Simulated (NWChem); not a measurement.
**C3H5Cl (2-chloropropene): levels of theory compared**

Aim: a comparison of 6 runs (HF/STO-3G, HF/3-21G, HF/def2-SVP, SVWN5/cc-pVDZ, B3LYP/6-31G*, MP2/def2-TZVP) of C3H5Cl (2-chloropropene). 

Program for the calculation: NWChem 7.3.0.

1 further run of the same task is left out (set aside as unsound or not needed).

## Step 1: The molecule

C3H5Cl has 9 atoms, charge 0, and is taken as a singlet. As SMILES, `C=C(C)Cl`. The coordinates come from a PBE0-D4/def2-TZVP relaxation.

Bond lengths: C1–C2 1.323 Å, C2–C3 1.486 Å, C2–Cl4 1.739 Å, C1–H5 1.081 Å, C1–H6 1.083 Å, C3–H7 1.093 Å, C3–H8 1.093 Å, C3–H9 1.091 Å. Some angles: C1–C2–C3 126.4°, C1–C2–Cl4 119.8°, C3–C2–Cl4 113.8°, C2–C1–H5 122.1°, C2–C1–H6 119.5°, C2–C3–H7 110.6°, C2–C3–H8 110.6°, C2–C3–H9 110.3°, H5–C1–H6 118.4°, H7–C3–H8 107.3°.

## Step 2: Energy and forces at HF/STO-3G (run 1)

run.py reads:

```python
from ase import Atoms
from ase.calculators.nwchem import NWChem

mol = Atoms(['C', 'C', 'C', 'Cl', 'H', 'H', 'H', 'H', 'H'], positions=[
    [-0.231310, 1.302260, -0.474160],
    [-0.190530, -0.019610, -0.427330],
    [0.323140, -0.847030, 0.695450],
    [-0.777200, -0.951810, -1.773520],
    [-0.621600, 1.834610, -1.330690],
    [0.135450, 1.878140, 0.367040],
    [-0.459760, -1.507750, 1.076110],
    [1.148070, -1.480680, 0.360190],
    [0.673750, -0.208140, 1.506920],
])

calc = NWChem(
    label='job',
    theory='scf',
    memory='2200 mb',
    basis='STO-3G',
    basispar='spherical bse',
    scf={'nopen': '0', 'rhf': None, 'thresh': '1e-08', 'maxiter': '80'},
)
mol.calc = calc

forces = mol.get_forces()
e = mol.get_potential_energy()
print(f"E = {e:.6f} eV")
print("forces (eV/A):")
for s, f in zip(mol.symbols, forces):
    print(f"{s:2s} {f[0]:10.5f} {f[1]:10.5f} {f[2]:10.5f}")
print("dipole (e A):", mol.get_dipole_moment().round(4))
```

On the command line:

```
$ export ASE_NWCHEM_COMMAND="nwchem PREFIX.nwi > PREFIX.nwo"
$ python run.py
```

The program printed:

```text
E = -15501.340227 eV
forces (eV/A):
C     0.09750   -1.04104    0.18419
C     0.03445    2.69369    0.17010
C     0.59639   -0.95280    1.30036
Cl   -0.65105   -0.98226   -1.49247
H     0.03157    0.05790    0.07225
H    -0.06448    0.05965   -0.14203
H     0.14928    0.16774   -0.02838
H    -0.12593    0.16224    0.09477
H    -0.06777   -0.16506   -0.15874
dipole (e A): [0.1623 0.2052 0.3705]
```

The calculator wrote job.nwi:

```
title "job"

permanent_dir job

scratch_dir job

start job

geometry units angstrom nocenter noautosym noautoz
  C  -2.3130999999999999e-01 1.3022600000000000e+00 -4.7416000000000003e-01
  C  -1.9053000000000000e-01 -1.9609999999999999e-02 -4.2732999999999999e-01
  C  3.2313999999999998e-01 -8.4702999999999995e-01 6.9545000000000001e-01
  Cl -7.7720000000000000e-01 -9.5181000000000004e-01 -1.7735200000000000e+00
  H  -6.2160000000000004e-01 1.8346100000000001e+00 -1.3306899999999999e+00
  H  1.3544999999999999e-01 1.8781399999999999e+00 3.6703999999999998e-01
  H  -4.5976000000000000e-01 -1.5077499999999999e+00 1.0761099999999999e+00
  H  1.1480699999999999e+00 -1.4806800000000000e+00 3.6019000000000001e-01
  H  6.7374999999999996e-01 -2.0813999999999999e-01 1.5069200000000000e+00
end

memory 2200 mb

basis spherical bse noprint
   * library STO-3G
end

scf
  nopen 0
  rhf
  thresh 1e-08
  maxiter 80
end

task scf gradient
```

job.nwo:

```text
Northwest Computational Chemistry Package (NWChem) 7.3.0
             --------------------------------------------------------

           Job information
           ---------------

    nwchem branch   = 7.3.0
    use scalapack   = T
    input           = job.nwi
    prefix          = job.
    data base       = job/job.db
    status          = startup
    nproc           =        1

           Memory information
           ------------------

[... 5 lines left out ...]
    hardfail = no
[... 133 lines left out ...]
         Quadratically convergent ROHF
[... 14 lines left out ...]
       Final RHF  results
[... 4 lines left out ...]
      Two-electron energy =    362.795507397104
[... 38 lines left out ...]
                       ROHF Final Molecular Orbital Analysis
[... 221 lines left out ...]
                 ----------------------------------------
                 |  Time  |  1-e(secs)   |  2-e(secs)   |
                 ----------------------------------------
                 |  CPU   |       0.00   |       0.15   |
                 ----------------------------------------
                 |  WALL  |       0.00   |       0.15   |
                 ----------------------------------------

 Task  times  cpu:        1.2s     wall:        1.2s
 Total times  cpu:        1.2s     wall:        1.2s
```

Run time: 2.1 s. Hardware: 1 thread of Intel Xeon 6975P-C (Granite Rapids), shared host; peak memory 0.1 GiB.

## Step 3: Energy and gradient at HF/3-21G (run 2)

a.nw reads:

```
START a
TITLE "C3H5Cl hf"
memory stack 880 mb heap 220 mb global 1100 mb
GEOMETRY units angstrom noautosym nocenter noautoz
  C       -0.231310       1.302260      -0.474160
  C       -0.190530      -0.019610      -0.427330
  C        0.323140      -0.847030       0.695450
  Cl      -0.777200      -0.951810      -1.773520
  H       -0.621600       1.834610      -1.330690
  H        0.135450       1.878140       0.367040
  H       -0.459760      -1.507750       1.076110
  H        1.148070      -1.480680       0.360190
  H        0.673750      -0.208140       1.506920
END
BASIS spherical bse
  * library 3-21G
END
SCF
  singlet
  rhf
  thresh 1e-08
  maxiter 80
END
TASK scf gradient
```

On the command line:

```
$ nwchem a.nw > a.out
```

The program printed:

```text
[...]
  functions       =    50
[...]
  wavefunction    = RHF
[...]
         Total SCF energy =   -573.137677545850
      One-electron energy =  -1085.316028036754
      Two-electron energy =    362.405958218463
 Nuclear repulsion energy =    149.772392272441
        Time for solution =      1.2s
[...]
                         RHF ENERGY GRADIENTS
    atom               coordinates                        gradient
                 x          y          z           x          y          z
   1 C      -0.437113   2.460915  -0.896032   -0.001296   0.011719  -0.002527
   2 C      -0.360049  -0.037058  -0.807537   -0.010654  -0.045407  -0.025430
   3 C       0.610646  -1.600655   1.314210   -0.004701   0.006984  -0.010254
   4 Cl     -1.468695  -1.798660  -3.351467    0.014887   0.023727   0.034174
   5 H      -1.174654   3.466910  -2.514639   -0.003174   0.003562  -0.006981
   6 H       0.255963   3.549170   0.693605    0.003195   0.003110   0.007254
   7 H      -0.868820  -2.849234   2.033553   -0.003887  -0.004045   0.001617
   8 H       2.169538  -2.798079   0.680660    0.003918  -0.003894  -0.001862
   9 H       1.273203  -0.393328   2.847666    0.001711   0.004244   0.004009
[...]
```

It took 1.9 s on 1 thread of Intel Xeon 6975P-C (Granite Rapids), shared host; peak memory 0.1 GiB.

Runs 3 to 5 aren't shown in full; the table further down has their settings and results.

## Step 4: Energy and gradient at MP2/def2-TZVP (run 6)

c3h5cl.nw reads:

```
start c3h5cl
title "C3H5Cl gradient"
memory stack 880 mb heap 220 mb global 1100 mb
geometry units atomic noautosym nocenter noautoz
   C   -0.43711255   2.46091474  -0.89603254
   C   -0.36004952  -0.03705753  -0.80753666
   C    0.61064610  -1.60065472   1.31421003
   Cl  -1.46869514  -1.79866022  -3.35146708
   H   -1.17465376   3.46691045  -2.51463966
   H    0.25596340   3.54917022   0.69360508
   H   -0.86882048  -2.84923456   2.03355318
   H    2.16953787  -2.79807968   0.68066045
   H    1.27320298  -0.39332760   2.84766609
end
basis spherical bse
   * library def2-TZVP
end
scf
   thresh 1e-08
   maxiter 80
   noprint "final vectors analysis"
end
mp2
   freeze core 8
   tight
end
task mp2 gradient
```

On the command line:

```
$ nwchem c3h5cl.nw > c3h5cl.out
```

The program printed:

```text
[...]
  functions       =   160
[...]
  wavefunction    = RHF
[...]
         Total SCF energy =   -576.049620405956
      One-electron energy =  -1088.923170975440
      Two-electron energy =    363.101169035803
 Nuclear repulsion energy =    149.772381533681
        Time for solution =     66.4s
[...]
          Total MP2 energy          -576.723736356142
[...]
                         mp2 ENERGY GRADIENTS
    atom               coordinates                        gradient
                 x          y          z           x          y          z
   1 C      -0.437113   2.460915  -0.896033    0.000119  -0.011590  -0.000140
   2 C      -0.360050  -0.037058  -0.807537    0.000575   0.008832   0.001562
   3 C       0.610646  -1.600655   1.314210   -0.001426   0.002219  -0.003081
   4 Cl     -1.468695  -1.798660  -3.351467    0.000394   0.000534   0.000913
   5 H      -1.174654   3.466910  -2.514640   -0.000047   0.000501  -0.000078
   6 H       0.255963   3.549170   0.693605    0.000099   0.000615   0.000233
   7 H      -0.868820  -2.849235   2.033553   -0.000352  -0.000676   0.000381
   8 H       2.169538  -2.798080   0.680660    0.000542  -0.000645  -0.000022
   9 H       1.273203  -0.393328   2.847666    0.000094   0.000209   0.000232
[...]
```

Wall time 2.8 min (1 thread of Intel Xeon 6975P-C (Granite Rapids), shared host); peak memory 1.1 GiB.

## Step 5: The series

| run | level | iteration cap | module | energy (Eh) | dipole moment (D) | largest force (eV/Å) | wall time |
| --- | --- | --- | --- | --- | --- | --- | --- |
| 1 | HF/STO-3G | 80 | scf | -569.663751 | 2.18 | 2.699 | 2.1 s |
| 2 | HF/3-21G | 80 | scf | -573.137678 | 2.21 | 2.732 | 1.9 s |
| 3 | HF/def2-SVP | 80 | scf | -575.761980 | 1.73 | 0.659 | 8.7 s |
| 4 | SVWN5/cc-pVDZ | 100 | dft | -574.916943 | – | 0.792 | 28 s |
| 5 | B3LYP/6-31G* (spherical functions) | 100 | dft | -577.500620 | 1.67 | 0.757 | 22 s |
| 6 | MP2/def2-TZVP | 80 | mp2 | -576.723736 | 1.59 | 0.596 | 2.8 min |

## Step 6: What came out

```
                                                      quantity          value
                                           run 6: total energy  -576.72374 Eh
run 6: dipole moment (of the density that the program reports)         1.59 D
            run 6: correlation energy (8 core orbitals frozen)     -674.1 mEh
                               run 6: largest force on an atom     0.596 eV/Å
```

In words: Over runs 1, 2, 3, 5, 6 the dipole moment (its size) runs from 1.59 D (MP2/def2-TZVP) to 2.21 D (HF/3-21G). The two ends differ in method and basis. Over runs 1, 2, 5 the HOMO–LUMO gap runs from 7.11 eV (B3LYP/6-31G*) to 16.40 eV (HF/STO-3G). Totals of different functionals can't be ranked against each other. In run 1 the basis is minimal, so the values are rough. All runs together took 3.8 min, the longest 2.8 min.
